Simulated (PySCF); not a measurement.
C₃H₃ClF (doublet state).
Z-matrix (Å and degrees, GFN2-xTB geometry), rows numbered from 1:
```
C 
C   1  1.3645
C   2  1.3810  1  124.38
F   3  1.3422  2  121.43  1    -0.04
Cl  3  1.6998  2  125.03  1   179.94
H   1  1.0729  2  120.71  3   179.99
H   1  1.0747  2  121.21  3    -0.04
H   2  1.0798  1  120.10  3  -179.98
```

The hyperfine couplings belong to this conformer and change with its torsions.

The species is `[CH2]/C=C(\F)Cl` [radical].

Computed, not measured: UKS B3LYP, pcH-1 on C Cl F H, non-relativistic, mean-field spin-orbit, GIAO (PySCF). Geometry: GFN2-xTB; no solvent, vibrations or thermal averaging. Couplings are sensitive to structure, and on GFN2-xTB geometries they can be far from those on DFT ones. No stability test was run, so a lower SCF solution isn't excluded. ⟨S²⟩ is 0.775 where a pure state has 0.75.

(1) Where do the isotropic ENDOR lines of F4, H6, H7, H8 and Cl5 fall at 332.2 mT, to first order?

(2) Which pairs are centred on the nuclear Larmor frequency, and which on half the coupling?

(3) At what field would the lower line of H7 fall to zero frequency?

Results:

(1) ν± = |νn ± a/2|, one line for each electron-spin manifold; νn = |g_N| × 7.62259 MHz/T × B.

```csv
nuclei,isotope,g_N,νn (MHz),a_iso (MHz),lower line (MHz),upper line (MHz)
F4,19F,5.2577,13.31,91.73,32.55,59.18
H6,1H,5.5857,14.14,-40.86,6.28,34.57
H7,1H,5.5857,14.14,-39.07,5.39,33.68
H8,1H,5.5857,14.14,10.76,8.77,19.52
Cl5,35Cl,0.5479,1.39,4.63,0.93,3.70
```

(2) Centred on νn, since |a| < 2νn: H8. Centred on |a|/2 and split by 2νn: F4, H6, H7 and Cl5.

(3) Where νn = |a|/2, that is B = 19.54 MHz/(5.5857 × 7.62259 MHz/T) = 459 mT, as far as first order holds there.

H6 and H7 aren't averaged: C1 is flat or nearly so (angle sum 360°), and its turn about the short C1–C2 bond (1.36 Å) is taken as slow.

Main isotope only: 35Cl (natural samples also hold 24 % 37Cl, magnetic too, which adds its own pattern).
